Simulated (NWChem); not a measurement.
System: formic acid (CH2O2); SMILES O=CO

```xyz
5

O      0.1210    -1.1284     0.0000
C     -0.4005     0.1138     0.0000
O      0.2385     1.1352     0.0000
H      1.0931    -1.0242     0.0000
H     -1.4982     0.0469     0.0000
```
Atoms are numbered in this order, from 1.

Results from NWChem. Coordinates come from a B3LYP/6-31G* (spherical d) optimisation. Level: PBE0/def2-SVP with SMD (1 M gas to 1 M solution), gas-phase geometry.

**Question.** Predict the results for solvent water. Quantities: solvation free energy (kcal/mol); cavity-dispersion-structure term (kcal/mol); dipole in solution (D).

**Answer.** 
```json
{
 "solvation free energy (kcal/mol)": "-5.2",
 "cavity-dispersion-structure term (kcal/mol)": "4.2",
 "dipole in solution (D)": "1.99"
}
```
